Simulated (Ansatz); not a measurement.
`FC1=CCN1`, relaxed with RKS PBE-D4/def2-SVP in Ansatz 0.2.0 from a rough embedded geometry. The force threshold is 0.03 eV/Å; the program also tests the step.

Charge 0, multiplicity 1.

Start:

```xyz
9

F     2.262   -0.661    0.307
C     0.956   -0.297    0.243
C     0.366    0.895    0.021
C    -0.871    0.264   -0.088
N    -0.193   -0.921    0.329
H     0.759    1.908   -0.141
H    -1.330    0.115   -1.099
H    -1.674    0.518    0.637
H    -0.275   -1.820   -0.211
```

| step | energy (eV) | largest force (eV/Å) | largest move (Å) |
| --- | --- | --- | --- |
| 1 | -7366.4163 | 7.120 | 0.000 |
| 2 | -7367.1764 | 2.403 | 0.074 |
| 3 | -7367.3692 | 0.384 | 0.067 |
| 4 | -7367.3766 | 0.279 | 0.062 |
| 5 | -7367.3836 | 0.115 | 0.021 |
| 6 (rejected) | -7367.3834 | 0.123 | 0.030 |
| 7 | -7367.3851 | 0.053 | 0.015 |
| 8 | -7367.3855 | 0.012 | 0.010 |

End:

```xyz
9

F     2.212   -0.716    0.419
C     0.991   -0.248    0.202
C     0.434    0.952   -0.097
C    -0.902    0.225   -0.086
N    -0.172   -1.025    0.346
H     0.750    1.999   -0.118
H    -1.402    0.106   -1.071
H    -1.643    0.551    0.674
H    -0.269   -1.845   -0.270
```

Run time 13 s (4 threads of a server CPU on a shared host); peak host memory 0.17 GiB.
